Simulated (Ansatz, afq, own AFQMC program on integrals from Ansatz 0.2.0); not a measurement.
CH₄ + Br, doublet in cc-pVTZ along one coordinate

```yaml
atoms:
  - { symbol: C, position_ang: [-2.5126, 0.0000, 0.0000] }
  - { symbol: H, position_ang: [-2.8758, 1.0273, 0.0000] }
  - { symbol: H, position_ang: [-2.8758, -0.5137, 0.8897] }
  - { symbol: H, position_ang: [-2.8758, -0.5137, -0.8897] }
  - { symbol: H, position_ang: [-1.4229, 0.0000, 0.0000] }
  - { symbol: Br, position_ang: [0.5044, 0.0000, 0.0000] }
```

A hydrogen atom is moved from one rigid fragment to the other; the C1–H5 distance tells how far. The two fragments are held close together, so this isn't a minimum-energy path and the start is a compressed complex. Energies in kcal/mol count from this geometry (1.090 Å) at the same level; the start stands on UHF, each point on the determinant named.

Basis cc-pVTZ. Noble-gas cores (and the filled d shells of Ga–Kr and In–Xe) are frozen. Integrals, coupled cluster, full CI and functionals: Ansatz 0.2.0; the random walks run on the same integrals in our own AFQMC program. ph-AFQMC/CISD is guided by a CISD state made of CCSD amplitudes; releasing the constraint for a short imaginary time cuts its bias at the price of noise, slowly where states lie close. Error bars are statistical, one sigma. No spin–orbit coupling.

Cautions, each for one point or more: inner d shell frozen; no relativity below Rb; no spin-orbit coupling.

```json
{"r(C1–H5) / Å": "1.203", "det.": "UHF", "T1": "0.011", "weight": "0.86", "⟨S²⟩": "0.77", "PBE": "0.9", "wB97M-V": "3.4", "CCSD(T)": "3.5"}
{"r(C1–H5) / Å": "1.260", "det.": "UHF", "T1": "0.012", "weight": "0.86", "⟨S²⟩": "0.78", "PBE": "2.9", "wB97M-V": "6.5", "CCSD(T)": "6.7"}
{"r(C1–H5) / Å": "1.317", "det.": "UHF", "T1": "0.013", "weight": "0.86", "⟨S²⟩": "0.79", "PBE": "5.3", "wB97M-V": "9.8", "CCSD(T)": "9.9"}
{"r(C1–H5) / Å": "1.373", "det.": "UHF", "T1": "0.014", "weight": "0.86", "⟨S²⟩": "0.80", "PBE": "7.8", "wB97M-V": "12.8", "CCSD(T)": "12.8"}
{"r(C1–H5) / Å": "1.487", "det.": "UHF", "T1": "0.014", "weight": "0.86", "⟨S²⟩": "0.79", "PBE": "12.8", "wB97M-V": "17.6", "CCSD(T)": "17.1"}
```

(1) Estimate the curve of phaseless AFQMC with a CISD trial, counted from the same start.

## Answers

(1) 
```csv
r(C1–H5) / Å,det.,T1,weight,⟨S²⟩,ph-AFQMC/CISD
1.203,UHF,0.011,0.86,0.77,3.6 ± 0.2
1.260,UHF,0.012,0.86,0.78,6.6 ± 0.3
1.317,UHF,0.013,0.86,0.79,9.7 ± 0.2
1.373,UHF,0.014,0.86,0.80,12.5 ± 0.2
1.487,UHF,0.014,0.86,0.79,16.9 ± 0.2
```

Weight is that of the determinant in the CISD state; at the start T1 is 0.010 and the weight 0.87, and ⟨S²⟩ is 0.76. Largest departures from phaseless AFQMC with a CISD trial: CCSD(T) 0.3 kcal/mol at 1.373 (on UHF) (within the noise), PBE -4.7 kcal/mol at 1.373, wB97M-V 0.7 kcal/mol at 1.487. The walk's constraint bias lies outside its error bars, so these are departures and not errors. Functionals count only at points shown to share the start's state and spin.

A walk keeps the symmetry of its determinant, which the program's search chose and which needn't be the lowest solution, so a lower state of the same spin and another symmetry isn't excluded.
